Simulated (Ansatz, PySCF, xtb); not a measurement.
Homolysis of single bonds, series B Cl-I. Gas-phase values, no solvent. Strings in code marks are SMILES.

Quantity: homolytic bond dissociation enthalpy at 298 K (no spin–orbit term), in eV. Enthalpy corrections at 298 K come from GFN2-xTB frequencies (xtb).

Level 1: frozen-core CCSD(T)/def2-TZVPP // PBE0-D3(BJ)/def2-TZVP (Ansatz, an electronic-structure program)
Level 2: PBE-D3(BJ)/def2-TZVP // PBE0-D3(BJ)/def2-TZVP (PySCF)
Level 3: B3LYP/6-311+G** (LANL2DZ on I) // PBE0-D3(BJ)/def2-TZVP (PySCF)
Level 4: frozen-core MP2/6-31G* (LANL2DZ on I) // PBE0-D3(BJ)/def2-TZVP (PySCF)

```
species                                              level 1  level 2  level 3  level 4
---------------------------------------------------  -------  -------  -------  -------
B–I bond of `ClB(I)I`, giving `Cl[B]I` and `[I]`        3.62     3.71     3.28     3.26
Cl–B bond of `ClB(I)I`, giving `I[B]I` and `[Cl]`       4.87     5.04     4.70     4.98
I–B bond of `IB(I)I`, giving `I[B]I` and `[I]`          3.57     3.66     3.21     3.21
B–I bond of `ClB(Cl)I`, giving `Cl[B]Cl` and `[I]`      3.69     3.78     3.37     3.33
Cl–B bond of `ClB(Cl)I`, giving `Cl[B]I` and `[Cl]`     4.95     5.11     4.77     5.04
```
